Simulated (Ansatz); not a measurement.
CH₄SSi (`CS[SiH]`). The species carries charge 0 and has multiplicity 1.

```csv
atom,x (Å),y (Å),z (Å)
C1,-0.947,0.547,0.163
S2,0.828,0.498,-0.198
Si3,1.289,-1.545,-0.178
H4,-1.463,1.031,-0.665
H5,-1.339,-0.461,0.300
H6,-1.107,1.129,1.071
H7,2.740,-1.199,-0.494
```

Question: Give the diagnostics of a CCSD(T)/def2-TZVPP run (frozen core, Ansatz). (Estimate.)

Answer: Computed: T1 = 0.0157, largest single amplitude 0.042, largest double 0.071, (T) share of the correlation energy 4.4 %, 11 CCSD cycles. The RHF solution is unstable towards an unrestricted one. T1 lies under the customary mark of 0.02 for closed shells.
